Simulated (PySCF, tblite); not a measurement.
Isomers of [C5H8P]+ (charge +1), one GFN2-xTB conformer each. Single-point energies are computed at PBE0/pcSseg-1 (PySCF, gas phase, no added dispersion term), electronic only.

**Question.** Rank them by PBE0/pcSseg-1 energy, lowest first (kcal/mol).
A. `C1=C[PH2+]C=CC1`
B. `C[PH+]1C=CC=C1`

**Answer.** B (0.0), A (3.2).

Neighbours under 5.0 kcal/mol apart (C[PH+]1C=CC=C1 and C1=C[PH2+]C=CC1) can change places with a better method, another conformer or zero-point energy. GFN2-xTB itself gives, in the same order: 0.6, 0.0. GFN2-xTB puts C1=C[PH2+]C=CC1 lowest instead.

**Question.** Which frontier levels and rotational constants go with these structures?

**Answer.** 
| SMILES | HOMO (eV, PBE0/pcSseg-1) | LUMO (eV) | A, B, C (MHz) |
| --- | --- | --- | --- |
| C[PH+]1C=CC=C1 | -12.26 | -7.14 | 5765, 2584, 2043 |
| C1=C[PH2+]C=CC1 | -12.80 | -5.55 | 4506, 3228, 1937 |

**Question.** What happens when harmonic zero-point energies from GFN2-xTB frequencies are added?

**Answer.** 
```
         SMILES  ZPE (kcal/mol)  electronic (kcal/mol)  with ZPE (kcal/mol)
 C[PH+]1C=CC=C1            68.7                    0.0                  0.0
C1=C[PH2+]C=CC1            68.7                    3.2                  3.3
```

The zero-point energies span 0.0 kcal/mol. The order is unchanged.
